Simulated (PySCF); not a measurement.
C3H7, SMILES [CH](C)C (connectivity only; charge and spin as stated), charge +1, multiplicity 1. Atoms are numbered in the order given.

```xyz
10

C      1.2777     0.0191    -0.2004
C      0.0000     0.0000     0.4470
C     -1.2777    -0.0191    -0.2004
H      1.9936     0.6866     0.3163
H      1.2650     0.1349    -1.2888
H      1.7161    -0.9825     0.0605
H      0.0000     0.0000     1.5473
H     -1.7161     0.9825     0.0605
H     -1.9936    -0.6866     0.3163
H     -1.2650    -0.1349    -1.2888
```
Charge +1, spin multiplicity 1.

The structure is a stationary point at PBE-D3(BJ)/def2-TZVP. The spin state was assumed, not searched. The isomer is the one that the SMILES or the coordinates give; other isomers of the formula were not compared.

Two levels are set side by side: PBE/pcSseg-1 (PySCF) and PBE0/pcSseg-1 (PySCF). GIAO shifts against TMS (¹H), TMS (¹³C) at the same level; non-relativistic, no solvent, atoms listed together averaged. Differences are taken from unrounded values.

| quantity | PBE0 |
|---|---|
| δ(¹³C) of C1, C3 (ppm) | 59.7 |
| δ(¹³C) of C2 (ppm) | 335.1 |
| δ(¹H) of H7 (ppm) | 12.81 |

What does PBE give, and how far is it from PBE0? (An estimate is asked for; the answer gives what the named calculation found.)


| quantity | PBE | PBE minus PBE0 |
|---|---|---|
| δ(¹³C) of C1, C3 (ppm) | 63.1 | 3.4 |
| δ(¹³C) of C2 (ppm) | 326.7 | -8.3 |
| δ(¹H) of H7 (ppm) | 12.52 | -0.29 |

Rough cost on one machine, each run with all the roots and properties that it gave: PBE0 against PBE within a factor of 2.
